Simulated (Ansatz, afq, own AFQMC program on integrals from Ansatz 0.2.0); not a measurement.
Two steps: Ansatz 0.2.0 writes the Fock matrix and Cholesky factors of the valence space, and afq projects on them the lowest state that overlaps trial and start.

```yaml
crystal:
  periodic: [false, false, false]
  atoms:
    - {symbol: Si, position_ang: [0.000000, -0.123781, 0.889522]}
    - {symbol: C, position_ang: [0.000000, 0.160240, -1.828680]}
    - {symbol: H, position_ang: [0.000000, 1.063562, 1.800322]}
    - {symbol: H, position_ang: [0.000000, 1.150700, -2.277096]}
    - {symbol: H, position_ang: [0.000000, -0.674630, -2.518388]}
basis:
  gaussian: {orbitals: cc-pVDZ}
magnetization: {spin_polarized: false, initial_magnetization: 1}
correlation: {method: ccsd_t, electrons: outside_noble_gas, hamiltonian_folder: ham}
```

```sh
$ ansatz run in.yaml --threads 1 --pin off --events-out ev --progress --plain --max-ram 1382MiB
```

Options of the walk:

```
--method phaseless --trial hf --walkers 120 --populations 1 --least-time 40 --time-step 0.005 --steps-per-block 20 --equilibration-blocks 160 --max-blocks 600 --target-error 0.002400 --factor-cut 1e-05 --start spin_pure --seed 9735 --taylor-order 6
```

Times are imaginary, in 1/Eh. The walk had a cap of 1706 s.

afq prints:

```
orbitals 41  electrons 6 5  factors 305 of 448
reference energy -328.33007960 Eh
CCSD correlation -0.25717225 Eh in 16 cycles, weight of the determinant in the CISD state 0.8077
energy of the start -328.330081 Eh
 block  time / (1/Eh)  mean weight  energy / Eh
     1     0.100  1.0014  -328.374514
     2     0.200  1.0004  -328.412032
     3     0.300  1.0021  -328.436953
     4     0.400  1.0010  -328.458206
     5     0.500  1.0007  -328.478061
    10     1.000  0.9991  -328.539038
    76     7.600  0.9997  -328.581457
   151    15.100  1.0018  -328.610624
   211    21.100  1.0031  -328.638155
   226    22.600  1.0011  -328.596801
   301    30.100  0.9997  -328.583876
   346    34.600  1.0001  -328.543837
   376    37.600  0.9992  -328.588802
   451    45.100  1.0020  -328.592963
   526    52.600  1.0004  -328.561774
   601    60.100  1.0010  -328.566527
   616    61.600  0.9997  -328.612718
blocks merged  error / Eh  count
     1  0.000974  470
     2  0.001288  235
     4  0.001684  117
     8  0.002176  58
    16  0.002359  29
    32  0.002710  14
energy -328.589524 +/- 0.002359 Eh
(rows thinned)
```

The run passed its tests (sampling time, drift between the halves within three errors, error under three times the target), which doesn't prove that it has relaxed.

Against this walk (error 64.2 meV) on the same determinant: CCSD(T) 205.4 meV lower, a separate phaseless walk with a CISD trial and standard settings 268.9 ± 67.5 meV lower. The error is statistical and leaves out the bias of the constraint. None of these is a sure reference here.

Cautions: constraint bias not in the error; higher spins were not checked; a spin-contaminated unrestricted determinant lies lower (UHF 891 meV lower, ⟨S²⟩ 1.72); strong correlation (T1 0.041, weight of the determinant 0.81, largest double 0.16); the bias of populations of 120 walkers isn't removed.

The walk took 5.9 min on 1 thread of Arm Neoverse V1, with other jobs on the host. The log's last line is the phaseless energy.

A walk keeps the symmetry of its determinant, which the program's search chose and which needn't be the lowest solution, so a lower state of the same spin and another symmetry isn't excluded.
